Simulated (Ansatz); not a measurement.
# C₂H₃B: a rigid scan of the angle H4–B1–H5

An exercise on one series of results from a longer session: the logs are not shown, and one member is left open.

Computed with Ansatz 0.2.0, Gaussian basis. Level: single points in def2-TZVPP.

Levels: PBE-D4, r2SCAN-D4, PBE0-D4, B3LYP-D4, wB97M-V, Hartree-Fock, MP2, CCSD, CCSD(T). The scan takes 96.2, 102.2, 108.2, 114.2, 120.2, 126.2, 132.2, 138.2, 144.2°.

Cores are frozen in the correlated methods. B3LYP uses VWN-RPA correlation.

19 further runs of the same task are left out: 19 set aside as unsound or not needed.

## Starting geometry

The minimum, relaxed at PBE0-D4: SMILES `BC#C`, 6 atoms, charge 0, spin multiplicity 1.

Atoms are counted from 1 here; the program's logs count them from 0.

Bond lengths: B1–C2 1.500 Å, B1–H4 1.193 Å, B1–H5 1.193 Å, C2–C3 1.210 Å, C3–H6 1.066 Å. Angles: C2–B1–H4 119.9°, C2–B1–H5 119.9°, H4–B1–H5 120.2°, B1–C2–C3 180.0°, C2–C3–H6 180.0°.

Coordinates:

```mol
C2H3B
  3D, bonds by distance, orders not assigned

  6  5  0  0  0  0  0  0  0  0999 V2000
   -0.8304    0.6473   -0.3943 B   0  0
    0.2786   -0.2241    0.1179 C   0  0
    1.1727   -0.9266    0.5305 C   0  0
   -1.7562    0.1567   -0.9657 H   0  0
   -0.7833    1.8282   -0.2286 H   0  0
    1.9608   -1.5456    0.8940 H   0  0
  1  2  8  0
  1  4  8  0
  1  5  8  0
  2  3  8  0
  3  6  8  0
M  END
```

Energies of the minimum (eV), from earlier single points: PBE-D4 -2793.58555, r2SCAN-D4 -2795.79849, PBE0-D4 -2793.92192, B3LYP-D4 -2798.17364, wB97M-V -2796.34056, CCSD(T) -2791.05681.

At the minimum the angle H4–B1–H5 is 120.2°.

The first run:

The input, ccsdt-tzvpp/in.yaml:

```yaml
crystal:
  periodic: [false, false, false]
  atoms:
    - {symbol: B, position_ang: [-0.830357, 0.647263, -0.394296]}
    - {symbol: C, position_ang: [0.278595, -0.224107, 0.117940]}
    - {symbol: C, position_ang: [1.172732, -0.926650, 0.530480]}
    - {symbol: H, position_ang: [-1.873703, 0.639861, -0.973749]}
    - {symbol: H, position_ang: [-0.783338, 1.828242, -0.228565]}
    - {symbol: H, position_ang: [1.960783, -1.545564, 0.893972]}
basis:
  gaussian: {orbitals: def2-TZVPP}
correlation: {method: ccsd_t}
```

No record of the launch command was kept for these runs.

Among the steps run: H4–B1–H5 = 96.2°; H4–B1–H5 = 102.2°; H4–B1–H5 = 108.2°; H4–B1–H5 = 114.2°; H4–B1–H5 = 120.2°; H4–B1–H5 = 126.2°; H4–B1–H5 = 132.2°; H4–B1–H5 = 138.2°; H4–B1–H5 = 144.2°.

One table of the session follows, with a row left open; its other results are not shown here.

It belongs to the step «The curves». Energies less that of the minimum at the same level (kcal/mol):

```
      angle (°)  PBE-D4  PBE0-D4  B3LYP-D4  wB97M-V  Hartree-Fock
           96.2     8.8      9.4       9.4      9.5          11.0
          102.2     4.9      5.3       5.3      5.4           6.2
          108.2       ?        ?         ?        ?             ?
          114.2     0.5      0.6       0.6      0.6           0.7
          120.2     0.0      0.0       0.0      0.0           0.0
120.2 (minimum)     0.0      0.0       0.0      0.0           0.0
          126.2     0.6      0.6       0.6      0.6           0.7
          132.2     2.3      2.4       2.5      2.4           2.9
          138.2     5.3      5.5       5.7      5.5           6.5
          144.2     9.4      9.8      10.1      9.9          11.7
```

Q: Estimate the row for angle (°) = 108.2 from the others.

Worked estimate for «PBE-D4». A straight line through the neighbours (102.2, 4.9) and (114.2, 0.5) gives 4.9 + (0.5 − 4.9) × (108.2 − 102.2) / (114.2 − 102.2) = 2.7; a parabola fitted to 4 rows on both sides gives 2.1.

**Answer.** PBE-D4: 2.2; PBE0-D4: 2.4; B3LYP-D4: 2.4; wB97M-V: 2.4; Hartree-Fock: 2.8. In «PBE-D4» the line misses by +0.5 and the parabola by -0.1.

Caveats from the session: A polynomial through the near points puts the CCSD(T) minimum 0.1° below the PBE0-D4 value.
